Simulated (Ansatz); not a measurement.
SiNH5 (Si(NH2)H3): the vertical electron affinity, rung by rung

SiNH5: 7 atoms, total charge 0, spin state singlet. SMILES: `[H][Si]([H])([H])N`. The coordinates come from a GFN2-xTB relaxation.

Each level gives the vertical electron affinity (to the doublet anion) (eV). The values are calculated.

The electron affinity is E(neutral) − E(anion): positive where the electron is bound.

```tsv
level	kind	program	value (eV)	less FCI/STO-3G	CPU time (all runs)
HF/STO-3G	Hartree–Fock	Ansatz	-13.20	+0.26	0.28 s
SVWN5/STO-3G	LDA	Ansatz	-11.78	+1.68	2.7 s
PBE/STO-3G	GGA	Ansatz	-11.54	+1.92	4.8 s
r2SCAN/STO-3G	meta-GGA	Ansatz	-11.72	+1.74	11 s
r2SCAN0/STO-3G	hybrid meta-GGA	Ansatz	-11.87	+1.59	7.8 s
wB97M-V/STO-3G	range-separated hybrid	Ansatz	-12.00	+1.46	79 s
MP2/STO-3G	perturbation theory	Ansatz	-13.47	-0.01	0.24 s
CCSDT(Q)/STO-3G	coupled cluster or CI	Ansatz	-13.46	0.00	1.4 s
FCI/STO-3G	exact in the basis	Ansatz	-13.46	0.00	38 s
```

FCI/STO-3G is exact within its basis and frozen core, so for wave-function methods in that basis the difference is their error; functionals converge differently with the basis, so for them it is only a difference. The values span -13.47 to -11.54 eV. All rows use very small basis sets, so none should be taken for the real molecule's value. Negative values mean that the anion is unbound at that level; they are set by how diffuse the basis is and aren't properties of the molecule, whose anion may well be bound. Times are those of the runs behind each value, whatever else they computed, on shared processors of several kinds: orders of magnitude only.
